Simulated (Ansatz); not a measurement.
Worked example: correlation energy of GeH2⁺, doublet

Geometry: a point of a stretch scan, not a stationary point.

```xyz
3

Ge    0.0000   -0.0244    0.0066
H     0.0000    1.0175   -1.8316
H     0.0000    0.7407    1.3565
```

Basis aug-cc-pVDZ; Ansatz 0.2.0. Only valence electrons are correlated (noble-gas cores and the filled d shells of p-block atoms frozen), which leaves 5 electrons in 40 orbitals. Prefix R: restricted or restricted open-shell reference. No spin–orbit coupling is included, and no scalar relativity.

Full CI is exact within this basis and frozen core; it isn't the basis-set limit.

Runs differ by some tens of microhartree through their thresholds and, for an open shell, their frozen cores, so steps under 0.03 kcal/mol mean nothing.

| level | total energy (hartree) |
| --- | --- |
| RHF | -2076.097641 |
| RMP2 | -2076.169375 |
| RCCSD | -2076.196723 |
| RCCSD(T) | -2076.199232 |
| RCCSDT | -2076.200165 |
| RCCSDT(Q) | -2076.200219 |
| full CI | -2076.200219 |

Problem. What is the correlation energy at full CI, and what share of it do RMP2 and RCCSD(T) recover?

Solution. E(corr) = -2076.200219 − (-2076.097641) = -0.102578 hartree = -2.791 eV. RMP2: -0.071734 / -0.102578 = 69.93 %. RCCSD(T): -0.101591 / -0.102578 = 99.04 %.

Problem. By how many kcal/mol does RCCSD(T) miss full CI (1 hartree = 627.509 kcal/mol), and which steps make up the rest?

Solution. -2076.199232 − (-2076.200219) = 0.000987 hartree = 0.62 kcal/mol. Steps: RCCSDT − RCCSD(T) = -0.59, RCCSDT(Q) − RCCSDT = -0.03, full CI − RCCSDT(Q) = 0.00 kcal/mol. That is within 1 kcal/mol of the reference in this basis, which itself misses far more of the correlation at the basis-set limit.
